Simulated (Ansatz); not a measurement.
This script drives the Ansatz DFT code, driven from Python.

The script, `c4h7cl.py`:
```python
# -*- coding: utf-8 -*-
'''One geometry of C4H7Cl, method by method.'''

from pathlib import Path

import ansatz as az
import numpy as np

BASIS = 'cc-pVDZ'

geometry_ang = [
    ('C', [-1.2735, -0.5615, 0.5311]),
    ('C', [-0.108, 0.3275, 0.3806]),
    ('C', [1.1934, -0.2956, 0.0426]),
    ('C', [0.5918, 0.5504, -0.9739]),
    ('Cl', [1.1595, 2.1014, -1.397]),
    ('H', [-2.2191, 0.0964, 0.3265]),
    ('H', [-1.3623, -0.9142, 1.5397]),
    ('H', [-1.2806, -1.3431, -0.1855]),
    ('H', [-0.1082, 1.1779, 1.1206]),
    ('H', [2.1104, 0.1119, 0.5607]),
    ('H', [1.2618, -1.3663, -0.0909]),
    ('H', [0.1117, 0.0599, -1.8205]),
]
mol = az.Crystal.molecule()
for symbol, xyz in geometry_ang:
    mol = mol.atom(symbol, xyz)

calc = mol.calculation().basis(gaussian=BASIS)

print('functional    E (Ha)        dipole (D)   HOMO (eV)  LUMO (eV)')
for name in ['blyp', 'revpbe', 'hf', 'r2scan0', 'cam_b3lyp', 'pbe']:
    rep = calc.functional(name).forces().orbitals().run(threads=1, runs_dir='runs').report
    lines = Path(rep['orbitals_path']).read_text().splitlines()
    field_of = lambda key: [line.split('=')[1].strip() for line in lines if line.startswith(key)]
    orbitals = [(27.211386 * float(e), s, float(n)) for e, s, n in zip(field_of('Ene='), field_of('Spin='), field_of('Occup='))]
    homo = max(e for e, _, n in orbitals if n > 0.5)
    lumo = min(e for e, _, n in orbitals if n < 0.5)
    dipole = 4.803205 * np.linalg.norm(rep['charge_distribution']['dipole_moment_e_ang'])
    print(f'{name:10s} {rep["free_energy_ev"] / 27.211386246:14.6f} {dipole:9.3f} {homo:11.3f} {lumo:10.3f}')
```

It is started by `python c4h7cl.py`. How long does it take on 1 thread of AMD EPYC 7R43 64-Core Processor (Zen 3) (shared host), and how much memory does it need?

It took about 50 s, with a peak of 0.34 GiB, for 6 runs of the engine.

Output of `python c4h7cl.py`:
```text
functional    E (Ha)        dipole (D)   HOMO (eV)  LUMO (eV)
blyp          -616.692848     1.714      -5.797      0.447
revpbe        -616.673450     1.775      -5.930      0.372
hf            -615.012032     2.054     -10.276      4.878
r2scan0       -616.665659     1.946      -7.456      1.546
cam_b3lyp     -616.716859     1.839      -8.600      2.500
pbe           -616.396188     1.769      -5.965      0.309
```

Notes:
- Total energies depend on the basis set; only differences at equal settings carry meaning.
- The geometry is a force-field or estimated start, not a minimum of this method, and the basis set is short of its limit. A lower total doesn't mark the better method: functionals have no common bound, and MP2 and coupled cluster aren't variational.
- Levels such as HOMO and LUMO are orbital energies: with these approximate functionals they aren't the ionisation energy and electron affinity, and their gap isn't the fundamental gap.
- For Al to Cl the sets with a tight d function, cc-pV(X+d)Z, are usual.

(A comment or docstring line of the script was reworded after the run, the code is as it ran; lines on the test bed's own set-up are left out of the output.)
